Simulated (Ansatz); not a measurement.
Base system: Si in the diamond structure (space group Fd-3m, No. 227; a = 5.4699 Å).

Method: Kohn–Sham DFT with the PBE functional, run in Ansatz (a quantum-chemistry and plane-wave program) with PAW and 420 eV plane waves, no spin-orbit coupling, earlier PAW set.

The change: every Si is replaced by Ge, then cell and atoms are relaxed.

Measured lattice parameter a: Si 5.421 Å (static lattice; corrected from measurement; as listed in Daniel Mejia-Rodriguez, S. B. Trickey, Phys. Rev. B (2018)); Ge 5.644 Å (static lattice; corrected from measurement; as listed in Daniel Mejia-Rodriguez, S. B. Trickey, Phys. Rev. B (2018)).

Task: How well does PBE reproduce the measured shift?

Result: With PBE the lattice parameter a moves by +0.292 Å (5.470 → 5.762) against +0.223 Å measured.

Whether these cells are dynamically stable was not tested.
